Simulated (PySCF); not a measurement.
**Functional benchmark on one molecule**

Molecule: `FC(=O)F`, CF2O.

Molfile (atoms numbered from 1):
```
CF2O
     RDKit          3D

  4  3  0  0  0  0  0  0  0  0999 V2000
   -0.3473    1.0568    0.7936 O   0  0  0  0  0  0  0  0  0  0  0  0
   -0.0629    0.0280    0.3117 C   0  0  0  0  0  0  0  0  0  0  0  0
    0.9437   -0.7310    0.6569 F   0  0  0  0  0  0  0  0  0  0  0  0
   -0.6988   -0.5626   -0.6650 F   0  0  0  0  0  0  0  0  0  0  0  0
  1  2  2  0
  2  3  1  0
  2  4  1  0
M  END
```

Geometry PBE0-D3(BJ)/def2-SVP throughout; GIAO in PySCF, gas phase, one conformer, non-relativistic; equivalent atoms averaged; basis pcSseg-2.

Reference values (CCSD(T)/13s9p4d3f; gas (isolated, no vibration); M. E. Harding, PhD thesis, Mainz 2008 (Harding, Lenhart, Auer, Gauss, JCP 2008, 128, 244111)): σ(F3/F4) = 229.2 ppm.

**Question.** How do the functionals WP04, B97-2, BHandHLYP, CAM-B3LYP, wB97X-D, LC-wPBE perform against the reference? Times are CPU seconds on 1 thread of an Arm Neoverse V1, shared host.

**Answer.** 
| functional | kind | F3/F4 | abs. error F | core-s |
| --- | --- | --- | --- | --- |
| WP04 | global hybrid | 192.7 | 36.5 | 4.8 |
| B97-2 | global hybrid | 200.7 | 28.5 | 4.7 |
| BHandHLYP | global hybrid | 213.6 | 15.6 | 4.7 |
| CAM-B3LYP | range-separated hybrid | 202.3 | 26.9 | 6.2 |
| wB97X-D | range-separated hybrid | 201.5 | 27.7 | 6.2 |
| LC-wPBE | range-separated hybrid | 206.3 | 22.9 | 8.6 |

For ¹⁹F the closest is BHandHLYP (15.6 ppm) and the furthest WP04 (36.5 ppm). One molecule is a small sample, and the reference may use another geometry.
